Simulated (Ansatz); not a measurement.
**Multireference treatment of H2S, singlet**

Computed with Ansatz's Gaussian-basis code (development build). Basis cc-pV(T+d)Z on S, cc-pVTZ on H, nonrelativistic, 5 orbitals frozen in the corrections. State-specific CASSCF; RHF is the lowest restricted (open-shell) Hartree–Fock solution met. No symmetry is imposed, so a solution can break that of the shape. Lower solutions, or ones in other orbitals, may exist.

Geometry:

```csv
atom,x (Å),y (Å),z (Å)
S,0.0000,0.0000,0.1021
H,0.0000,1.1204,-0.9550
H,0.0000,-0.9743,-0.8171
```

**Question.** What do CASSCF and its corrections give against RHF in CAS(8,6), and what are the occupations?

**Answer.** CASSCF -1.094 eV, SC-NEVPT2 -5.006 eV; occupations 2.00, 2.00, 1.98, 1.96, 0.05, 0.03.
